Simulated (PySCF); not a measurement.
Species: phosphaethyne, CHP.
SMILES with atom numbers: `[CH:1]#[P:2]` (hydrogens: H3 on C1)

Structure used (PBE0-D3(BJ)/def2-SVP), in Å, numbered top down from 1:
```
atom  x, y, z in Å
C1    -0.1456    0.0172    0.0080
P2     1.3801    0.1709   -0.1379
H3    -1.2191   -0.0906    0.1105
```

The calculation used core-valence-separated Tamm–Dancoff BHandHLYP/aug-pcX-1 (pcseg-1 on H, def2-SVPD on P) in PySCF, non-relativistic, gas phase, PBE0-D3(BJ)/def2-SVP geometry.

Computed carbon K-edge spectrum, Gaussian lines of 0.8 eV full width, highest printed point 100; it ends one width below the last computed root. The energies are unshifted.

```json
{"photon energy (eV)": "281.4", "absorption": "2"}
{"photon energy (eV)": "281.6", "absorption": "9"}
{"photon energy (eV)": "281.8", "absorption": "27"}
{"photon energy (eV)": "282.0", "absorption": "59"}
{"photon energy (eV)": "282.2", "absorption": "91"}
{"photon energy (eV)": "282.4", "absorption": "100"}
{"photon energy (eV)": "282.6", "absorption": "78"}
{"photon energy (eV)": "282.8", "absorption": "43"}
{"photon energy (eV)": "283.0", "absorption": "17"}
{"photon energy (eV)": "283.2", "absorption": "5"}
{"photon energy (eV)": "283.4", "absorption": "1"}
{"photon energy (eV)": "283.6", "absorption": "0"}
{"photon energy (eV)": "283.8", "absorption": "0"}
{"photon energy (eV)": "284.0", "absorption": "0"}
{"photon energy (eV)": "284.2", "absorption": "0"}
{"photon energy (eV)": "284.4", "absorption": "0"}
{"photon energy (eV)": "284.6", "absorption": "0"}
{"photon energy (eV)": "284.8", "absorption": "0"}
{"photon energy (eV)": "285.0", "absorption": "0"}
{"photon energy (eV)": "285.2", "absorption": "0"}
{"photon energy (eV)": "285.4", "absorption": "0"}
{"photon energy (eV)": "285.6", "absorption": "0"}
{"photon energy (eV)": "285.8", "absorption": "0"}
{"photon energy (eV)": "286.0", "absorption": "1"}
{"photon energy (eV)": "286.2", "absorption": "2"}
{"photon energy (eV)": "286.4", "absorption": "4"}
{"photon energy (eV)": "286.6", "absorption": "7"}
{"photon energy (eV)": "286.8", "absorption": "9"}
{"photon energy (eV)": "287.0", "absorption": "8"}
{"photon energy (eV)": "287.2", "absorption": "6"}
{"photon energy (eV)": "287.4", "absorption": "4"}
{"photon energy (eV)": "287.6", "absorption": "5"}
{"photon energy (eV)": "287.8", "absorption": "6"}
{"photon energy (eV)": "288.0", "absorption": "7"}
{"photon energy (eV)": "288.2", "absorption": "10"}
{"photon energy (eV)": "288.4", "absorption": "13"}
{"photon energy (eV)": "288.6", "absorption": "15"}
{"photon energy (eV)": "288.8", "absorption": "15"}
{"photon energy (eV)": "289.0", "absorption": "14"}
{"photon energy (eV)": "289.2", "absorption": "10"}
{"photon energy (eV)": "289.4", "absorption": "6"}
```

Problem. Where are the maxima, and which lines make them up?

Solution. 3 maxima:
- 282.4 eV: C1 (triply bonded carbon), 282.35 eV, f = 0.127, sum of 2, 1s→π*, 100 % of the height at the exact maximum
- 286.8 eV: C1 (triply bonded carbon), 286.81 eV, f = 0.011, 99 % of the height at the exact maximum
- 288.7 eV: C1 (triply bonded carbon), 289.00 eV, f = 0.013, 52 % of the height at the exact maximum; C1 (triply bonded carbon), 288.47 eV, f = 0.012, sum of 2, 47 % of the height at the exact maximum

Roots within 0.03 eV on the same or equivalent atoms count as one line; shares under 12 % aren't listed.

Vibrational structure and lifetime widths aren't in the curve. The ionisation threshold wasn't computed; near and above it a finite basis only mimics Rydberg series and continuum.
